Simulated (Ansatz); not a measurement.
Rock-salt PbTe, treated with HSE06 (Ansatz, an electronic-structure program, plane waves, PAW).

Total energies, extrapolated to zero smearing (they compare only within this program, potentials and cutoff):

```csv
system,energy (eV/atom)
"rock-salt PbTe, relaxed",-9447.6520
trigonal Te,-6984.3264
fcc Pb,-11910.0246
```

Q: Work out the formation enthalpy per atom.

A: ΔH_f ≈ ΔE = -9447.6520 − [1 × (-6984.3264) + 1 × (-11910.0246)]/2 = -0.476 eV/atom (0 K, no vibrations). The reference value is -0.366 eV/atom (measured, 298 K, copied from a table, unchecked, not corrected to a static lattice; as tabulated in the CRC Handbook), a difference of -0.110 eV/atom.

Spin–orbit coupling, which matters for such heavy atoms, is left out.

The PAW data were made under PBE.
